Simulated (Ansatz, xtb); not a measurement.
## AlBH2Si: 5 structures ranked

5 gas-phase structures of AlBH2Si, found in a search over its isomers (lower ones may exist). Each was relaxed with GFN2-xTB:

A. a triplet given by its coordinates
B. `[Al][B]=[SiH2]`, a triplet
C. a singlet given by its coordinates
D. `[BH]1[AlH][Si]1`, a triplet
E. `[BH]1[AlH][Si]1`, a singlet

A (Å):

```xyz
5

Al    0.1578   -2.2914    0.3445
B    -1.7165   -1.4345    0.6594
Si   -0.9331   -0.4056   -0.7762
H    -2.4087   -1.0362    1.5300
H    -1.6142    0.6396   -1.6137
```

Close contacts (Å): Al1–B2 2.08, Al1–Si3 2.45, B2–Si3 1.93, B2–H4 1.18, Si3–H5 1.50.

C (Å):

```xyz
5

Al   -0.8051   -0.4939   -2.8108
B     0.6243   -0.4775    1.2157
Si    0.0010   -0.4830   -0.5577
H     1.2987   -1.3547    1.6298
H     0.3581    0.4039    1.9579
```

Close contacts (Å): Al1–Si3 2.39, B2–Si3 1.88, B2–H4 1.18, B2–H5 1.18.

Task: Estimate their order in r2SCAN-D4/def2-SVP energy at these geometries, lowest first.

Result: Calculated order at r2SCAN-D4/def2-SVP: E (0.000), D (0.953), A (0.973), C (1.057), B (1.671) eV. Less than 1 kcal/mol parts D and A, so the order within that pair means little.

Energies above the lowest of each column, in eV; the last columns are at PBE0-D3(BJ)/def2-SVP geometries and were run for some of them only (a dash: not run or not comparable):

```json
{"structure": "E", "GFN2-xTB": "0.000", "HF/STO-3G": "0.576", "r2SCAN-D4/def2-SVP": "0.000", "PBE0-D3(BJ)/def2-SVP": "0.000", "CCSD(T)/def2-TZVPP": "0.000"}
{"structure": "D", "GFN2-xTB": "–", "HF/STO-3G": "0.611", "r2SCAN-D4/def2-SVP": "0.953", "PBE0-D3(BJ)/def2-SVP": "1.040", "CCSD(T)/def2-TZVPP": "1.268"}
{"structure": "A", "GFN2-xTB": "–", "HF/STO-3G": "0.790", "r2SCAN-D4/def2-SVP": "0.973", "PBE0-D3(BJ)/def2-SVP": "–", "CCSD(T)/def2-TZVPP": "–"}
{"structure": "C", "GFN2-xTB": "0.313", "HF/STO-3G": "0.000", "r2SCAN-D4/def2-SVP": "1.057", "PBE0-D3(BJ)/def2-SVP": "–", "CCSD(T)/def2-TZVPP": "–"}
{"structure": "B", "GFN2-xTB": "–", "HF/STO-3G": "1.434", "r2SCAN-D4/def2-SVP": "1.671", "PBE0-D3(BJ)/def2-SVP": "–", "CCSD(T)/def2-TZVPP": "–"}
```

CCSD(T)/def2-TZVPP puts E lowest of those it was run on; HF/STO-3G picks C. Some further structures that were screened fall inside this span and aren't listed. Frequencies (PBE0-D3(BJ)/def2-SVP) were run for D, E alone. GFN2-xTB has no spin polarisation and isn't compared across spin states. Open shells are spin-unrestricted, some with notable spin contamination.

Programs: Ansatz 0.2.0, xtb 6.7.1.
